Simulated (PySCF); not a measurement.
# BNH8, a cluster of ions as drawn: interaction energy

An exercise on one series of results from a longer session: the logs are not shown, and one member is left open.

Computed with PySCF 2.14.0; each step states its level. No surroundings beyond the atoms listed, unless a continuum is named. Atoms count from 0, parts from 1.

## Starting point

10 atoms, charge 0, multiplicity 1; geometry: GFN2-xTB. Parts: 1 = atoms 0–4, `[NH4+]`, charge 1; 2 = atoms 5–9, `[BH4-]`, charge -1. In the given geometry H2 and H7 of different parts have joined to H2 (0.86 Å), so values for the parts refer to these atom groups.

Set-up of the first run:

What the job is given:

```
{"job": {"xc": "PBE0", "basis": "def2-SVPD", "d3": "d3bj", "grid": 2, "kind": "geom"}, "charge": 0, "multiplicity": 1, "parts": [{"atoms": "0-4", "charge": 1, "multiplicity": 1}, {"atoms": "5-9", "charge": -1, "multiplicity": 1}]}
N      0.459270    -0.253449     0.116914
H      0.337989    -1.241620    -0.066332
H     -1.139451     0.680813    -0.104779
H      0.790470    -0.137404     1.066477
H      1.159823     0.109467    -0.517531
B     -3.176769     1.918306    -0.381488
H     -3.238589     1.895452    -1.554942
H     -1.874918     1.122837    -0.201866
H     -3.900537     1.214092     0.219600
H     -2.843439     2.923270     0.128876
```

The run is started by

```sh
$ OMP_NUM_THREADS=1 python cluster_run.py task.json out
```

One launch serves the whole session: the jobs run in the order shown.

Among the steps run: Relaxing the molecule at PBE0-D3(BJ)/def2-SVPD; Coupled-cluster interaction energy: CCSD(T) and MP2.

One table of the session follows, with a row left open; its other results are not shown here.

It belongs to the step «Coupled-cluster interaction energy: CCSD(T) and MP2». 

```
                 method  interaction energy (kcal/mol)
         HF/aug-cc-pVDZ                        -248.06
        MP2/aug-cc-pVDZ                        -238.14
       CCSD/aug-cc-pVDZ                        -234.79
    CCSD(T)/aug-cc-pVDZ                        -232.81
         HF/aug-cc-pVTZ                        -249.29
        MP2/aug-cc-pVTZ                        -241.91
    SCS-MP2/aug-cc-pVTZ                        -239.92
      MP2, extrapolated                        -242.98
CCSD(T), limit estimate                              ?
```

Q: Estimate the row for CCSD(T), limit estimate from the others.

The run gave: interaction energy (kcal/mol): -237.64. In the column «interaction energy (kcal/mol)» it lies between MP2/aug-cc-pVDZ (-238.14) and CCSD/aug-cc-pVDZ (-234.79).

At this geometry H2 and H7 of different parts have joined to H2 (0.86 Å), so this energy is mostly that of cutting a chemical bond between strained fragments, not an intermolecular interaction.

Limits of these values: The interaction energy leaves out the deformation of the parts, 114.6 kcal/mol at MP2. So large a deformation means that a part is far from its own minimum, so a sum across the two methods would be rough.
